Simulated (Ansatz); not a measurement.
The first iterations of a band of C2H7O (10 atoms, charge 1, multiplicity 1).

The calculation used RKS B3LYP-D4/def2-SVP in Ansatz 0.2.0.

| Quantity | Value |
| --- | --- |
| movable images | 5 |
| climbing image | yes |
| spring | 50.0 eV/Å² |
| optimiser | quadratic models (default) |
| start path | through a guess of the saddle point |
| force threshold | 0.05 eV/Å |
| iteration limit | 46 |
| end points | relaxed |

First end point:

```xyz
10
Properties=species:S:1:pos:R:3
C -0.975 0.657 -0.516
O 0.440 0.232 -0.384
C 0.816 -0.648 0.750
H -1.604 -0.230 -0.667
H -1.006 1.343 -1.370
H -1.216 1.182 0.416
H 0.827 -0.060 -1.233
H 0.275 -1.600 0.661
H 0.541 -0.099 1.657
H 1.903 -0.776 0.685
```

Last end point:

```xyz
10
Properties=species:S:1:pos:R:3
C -0.981 0.687 -0.463
O 0.442 0.427 -0.133
C 0.782 -0.799 0.631
H -1.505 0.735 0.498
H -1.355 -0.125 -1.100
H -1.000 1.660 -0.968
H 1.039 0.575 -0.893
H 0.489 -1.680 0.045
H 0.226 -0.726 1.573
H 1.862 -0.753 0.810
```

| iteration | highest image above the first end (eV) | largest band force component (eV/Å) |
| --- | --- | --- |
| 1 | 0.607 | 3.777 |
| 2 | 0.099 | 0.792 |

Problem. Does the band converge within its limit, and where does its top end?

Solution. It converged. It ended after 5 iterations with the highest image 0.066 eV above the first end. Another band between the same ends (5 images) ends at a top of the same energy, where a vibrational analysis finds 1 clearly imaginary mode. Limits of this set-up: the dipole of an ion depends on the origin.

The run took 2.3 min on 1 thread of Intel(R) Xeon(R) Platinum 8488C (Sapphire Rapids), on a shared host, peak memory 0.17 GiB.
